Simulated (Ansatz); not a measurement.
System: α-N2. Method: PBE-D4 (PAW; Ansatz, an electronic-structure program).

Numerical settings: plane-wave cutoff 520 eV, 6×6×6 k mesh, Fermi–Dirac smearing 0.01 eV, scalar-relativistic PAW data made under PBE.

The cell is scaled about its equilibrium volume:

Shape and atoms are relaxed at each volume.

| V (Å³/atom) | P (GPa) | direct gap at Γ (eV) | smallest gap on the k mesh (eV) |
|---|---|---|---|
| 22.357 | 0.12 | 7.411 | 7.386 |
| 22.823 | 0.05 | 7.437 | 7.414 |
| 23.289 | 0.00 | 7.463 | 7.441 |
| 23.754 | -0.05 | 7.487 | 7.467 |
| 24.220 | -0.09 | 7.510 | 7.491 |

A straight line through the gaps at Γ against ln V gives a volume deformation potential dE_g(Γ)/d ln V of 1.2 eV: the gap at Γ narrows under compression.

Note: the bulk modulus comes from volumes at which shape and atoms were relaxed.
